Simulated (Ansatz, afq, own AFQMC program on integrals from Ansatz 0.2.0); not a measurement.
Two steps: Ansatz 0.2.0 writes the Fock matrix and Cholesky factors of the valence space, and afq projects on them the lowest state that overlaps trial and start.

```yaml
crystal:
  periodic: [false, false, false]
  atoms:
    - {symbol: O, position_ang: [0.934330, 2.726980, 0.653320]}
basis:
  gaussian: {orbitals: def2-SVP}
magnetization: {spin_polarized: true, initial_magnetization: 2}
correlation: {method: ccsd_t, electrons: outside_noble_gas, hamiltonian_folder: ham}
```

```sh
$ ansatz run in.yaml --threads 1 --pin off --events-out ev --progress --plain --max-ram 24576MiB --backend cuda --devices 0, --max-vram 18GiB
```

Options of the walk:

```
--method phaseless --trial hf --walkers 4000 --populations 20 --least-time 40 --time-step 0.005 --steps-per-block 20 --equilibration-blocks 112 --max-blocks 4000 --target-error 0.00045 --factor-cut 1e-05 --start spin_pure --seed 5664 --taylor-order 6
```

Times are imaginary, in 1/Eh. The walk had a cap of 49 s. With eight or more populations the least sampling time is a fifth of least-time, and the error comes from their spread.

Output of the walk:

```
orbitals 13  electrons 4 2  factors 69 of 70
reference energy -74.72010092 Eh
CCSD correlation -0.11653660 Eh in 8 cycles, weight of the determinant in the CISD state 0.9705
energy of the start -74.720247 Eh
 block  time / (1/Eh)  mean weight  energy / Eh
     1     0.100  1.0006  -74.760471
     2     0.200  1.0011  -74.786684
     3     0.300  1.0010  -74.802359
     4     0.400  1.0007  -74.814879
     5     0.500  1.0006  -74.821305
     8     0.800  1.0004  -74.829994
    13     1.300  0.9999  -74.836341
    31     3.100  1.0001  -74.836958
    49     4.900  1.0001  -74.836694
    67     6.700  1.0003  -74.839031
    85     8.500  1.0000  -74.838229
   103    10.300  1.0000  -74.834564
   109    10.900  1.0001  -74.841149
   121    12.100  1.0002  -74.838574
   139    13.900  0.9997  -74.837388
   151    15.100  1.0001  -74.832085
   157    15.700  0.9997  -74.837157
   175    17.500  1.0001  -74.833804
   193    19.300  0.9997  -74.834923
   211    21.100  1.0000  -74.834491
   229    22.900  1.0001  -74.834274
   247    24.700  0.9998  -74.837489
error from the spread of 20 populations
energy -74.835975 +/- 0.000435 Eh
(rows thinned)
```

The run passed its tests (sampling time, drift between the halves within three errors, error under three times the target), which doesn't prove that it has relaxed.

Against this walk (error 11.8 meV) on the same determinant: CCSD(T) 40.7 meV lower, CCSDT(Q) 45.8 meV lower, CCSDTQ 46.0 meV lower, full CI (a separate run on its own orbitals, whose frozen core shifts it by up to a few meV) 44.0 meV lower, a separate phaseless walk with a CISD trial and standard settings 44.8 ± 11.9 meV lower. The error is statistical and leaves out the bias of the constraint. Full CI is exact here, so the walk's 44 meV above it is the walk's own error: the bias of the constraint with this trial.

Cautions: constraint bias not in the error; full CI with its own frozen core.

The walk took 26 s on 2 threads of a server CPU with a shared H100 80 GB, shared host (the card was shared). The log's last line is the phaseless energy.

CCSDT and higher add their correlation energy to the determinant of the CCSD(T) run, since their own runs factorise the integrals more tightly (a shift of under 2 meV). A walk keeps the symmetry of its determinant, which the program's search chose and which needn't be the lowest solution, so a lower state of the same spin and another symmetry isn't excluded.
